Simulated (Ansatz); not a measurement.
# ClH₄NSi: single points off equilibrium

One table from this session's results is given with a row withheld; the runs are named, their logs left out.

The runs use Ansatz 0.2.0, Gaussian basis; single points in def2-TZVPP.

Cores are frozen in the correlated methods.

### The starting structure

7 atoms, charge 0, spin multiplicity 1.

Atoms are counted from 1 here; the program's logs count them from 0.

Bond lengths: N1–Si2 1.754 Å, N1–H4 0.962 Å, N1–H5 1.128 Å, Si2–Cl3 1.976 Å, Si2–H6 1.382 Å, Si2–H7 1.416 Å. Angles: Si2–N1–H4 128.4°, Si2–N1–H5 117.2°, H4–N1–H5 108.5°, N1–Si2–Cl3 106.1°, N1–Si2–H6 116.7°, N1–Si2–H7 102.1°, Cl3–Si2–H6 103.9°, Cl3–Si2–H7 113.7°, H6–Si2–H7 114.5°.

As a file:

```tsv
atom	x (Å)	y (Å)	z (Å)
N1	-0.7878	-0.0923	-0.6927
Si2	0.6278	0.1096	0.3239
Cl3	0.5434	-1.3303	1.6751
H4	-1.0443	0.4155	-1.4686
H5	-1.7210	-0.4928	-0.2028
H6	0.6911	1.2676	1.0760
H7	1.6841	-0.0452	-0.6058
```

The first run:

run/in.yaml

```yaml
crystal:
  periodic: [false, false, false]
  atoms:
    - {symbol: N, position_ang: [-0.787800, -0.092300, -0.692700]}
    - {symbol: Si, position_ang: [0.627800, 0.109600, 0.323900]}
    - {symbol: Cl, position_ang: [0.543400, -1.330300, 1.675100]}
    - {symbol: H, position_ang: [-1.044300, 0.415500, -1.468600]}
    - {symbol: H, position_ang: [-1.721000, -0.492800, -0.202800]}
    - {symbol: H, position_ang: [0.691100, 1.267600, 1.076000]}
    - {symbol: H, position_ang: [1.684100, -0.045200, -0.605800]}
basis:
  gaussian: {orbitals: def2-TZVPP}
correlation: {method: ccsd_t}
output: {forces: true}
```

No record of the launch command was kept for these runs.

Among the steps run: CCSD(T)/def2-TZVPP; PBE0-D4/def2-TZVPP; wB97M-V/def2-TZVPP; r2SCAN-D4/def2-TZVPP; PBE-D4/def2-TZVPP; B97M-V/def2-TZVPP; r2SCANh-D4/def2-TZVPP.

One of the session's tables, all rows but one given; the rest of the session is left out.

```
    method  RMS force component (eV/Å)  angle to CCSD(T) forces (°)  dipole (D)
   CCSD(T)                       1.814                    reference        1.58
   PBE0-D4                       1.851                          2.2        1.63
   wB97M-V                       1.814                          1.3        1.62
 r2SCAN-D4                       1.823                          1.9        1.63
    PBE-D4                           ?                            ?           ?
    B97M-V                       1.804                          3.6        1.57
r2SCANh-D4                       1.833                          2.3        1.64
```

Q: Estimate the row for PBE-D4 from the others.

The run gave: RMS force component (eV/Å): 1.827; angle to CCSD(T) forces (°): 4.6; dipole (D): 1.58. In the column «RMS force component (eV/Å)» it lies between r2SCAN-D4 (1.823) and r2SCANh-D4 (1.833).
